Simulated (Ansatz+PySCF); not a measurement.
singlet OH(-): levels of theory in one basis

```csv
atom,x (Å),y (Å),z (Å)
O,0.0000,0.0000,-0.1177
H,0.0000,0.0000,0.9414
```

Basis set: def2-SVP (spherical functions). Frozen core: 1 orbital. Charge -1, multiplicity 1.

Computed with Ansatz (development build ahead of 0.2.0); each method stands on the lowest determinant of its kind that the runs found. NEVPT2 correlates all electrons. Active spaces start from the frontier orbitals, and the lowest solution found is given.

```
     method  E − E(RHF) (eV)  <S²> of the determinant
        RHF             0.00                     0.00
    RHF-MP2            -5.37                        –
   RHF-CCSD            -5.59                        –
RHF-CCSD(T)            -5.66                        –
CASSCF(8,5)            -0.79                        –
```

Problem. What does SC-NEVPT2(8,5) give on the same scale?

Solution. -5.06 eV. NEVPT2 here correlates all electrons, so it doesn't share the others' frozen core.

Problem. Is a single determinant a sound starting point here?

Solution. By this sign, yes. Unrestricted orbitals gain 0.00 eV and <S²> is 0.00 against 0.00 for a pure state. The CASSCF(8,5) natural occupations are 2.00, 2.00, 2.00, 1.96, 0.04.

Caution: no diffuse functions for an anion.
